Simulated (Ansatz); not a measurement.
# A barrier at the coupled-cluster level

Start structure (NH$_{4}$S, doublet), relaxed at PBE0-D4/def2-TZVP:

H1  (0.806, -0.298, -0.118)
S2  (2.046, -0.832, -0.068)
N3  (-1.215, 0.586, -0.287)
H4  (1.933, -1.132, 1.234)
H5  (-1.442, 1.558, -0.521)
H6  (-2.127, 0.118, -0.241)
(Å)

The step: H₂S + NH₂ → NH₃ + HS; bonds formed: H1–N3; bonds broken: H1–S2. Program: Ansatz 0.2.0. Basis: def2-TZVPP and def2-QZVPP. Cores are frozen in the correlated methods; orbitals are unrestricted. Extrapolation: Hartree–Fock as exp(−7.88 √X), correlation as X^−2.97. Energies below are by CCSD(T) at an estimated basis limit (MP2 extrapolated from triple and quadruple zeta, plus CCSD(T) − MP2 in triple zeta).

(1) What are the electronic barrier and the energy of the step, from the start structure to the end structure? (Judge from chemistry; the value comes from the calculation.)

No T1 diagnostic of these runs exceeds 0.018. ⟨S²⟩ of the unrestricted Hartree–Fock references: 0.76 to 0.77 (a pure state has 0.75).

Answers

(1) Computed: Barrier 15.2 kJ/mol; step energy -72.6 kJ/mol (downhill); reverse barrier, their difference, 87.8 kJ/mol. Barrier and step energy count from the start structure, the reverse barrier from the end structure.

The saddle point: One imaginary mode of 319i cm⁻¹.
| pair | start (Å) | saddle (Å) | end (Å) |
| --- | --- | --- | --- |
| H1–N3 | 2.21 | 1.60 | 1.01 |
| H1–S2 | 1.35 | 1.41 | 2.65 |

Zero-point energy (harmonic, PBE0-D4): ZPE is 95.9 kJ/mol at the start and 96.6 kJ/mol at the saddle, so the barrier goes from 15.2 to 15.9 kJ/mol.

For scale, one of the runs: CCSD(T)/def2-TZVPP, 129 basis functions (an equivalent command: `ansatz run in.yaml --threads 2`). Hardware: 2 CPU threads, shared host. Wall time 15 s; peak host memory 1.4 GiB.
